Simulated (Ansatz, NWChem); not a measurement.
## A ladder of methods for C2H2 (SMILES C#C)

The species is C2H2 (4 atoms), meant as a singlet with charge 0. SMILES: `C#C`. The coordinates come from a PBE0-D4/def2-TZVP relaxation. The run starts from this shape.

```
atom    x (Å)    y (Å)    z (Å)
   C   0.1555  -0.5421   0.2004
   C  -0.1555   0.5421  -0.2004
   H   0.4322  -1.5065   0.5569
   H  -0.4322   1.5065  -0.5569
```

Quantity: the adiabatic ionisation energy (to the doublet cation, no zero-point term), in eV. The values are calculated.

| level | kind | program | value (eV) | CPU time (all runs) |
| --- | --- | --- | --- | --- |
| r2SCAN/def2-TZVP | meta-GGA | Ansatz | 11.13 | 38 s |
| PBE0/def2-TZVP | global hybrid | NWChem | 11.17 | 96 s |
| B3LYP-D4/def2-TZVP | global hybrid | Ansatz | 11.27 | 80 s |
| wB97X-V/def2-TZVP | range-separated hybrid | Ansatz | 11.18 | 1.9 min |

The values span 11.13 to 11.27 eV. CPU times are rough (shared hosts, several kinds of processor): they show what a rung costs within a factor of a few.
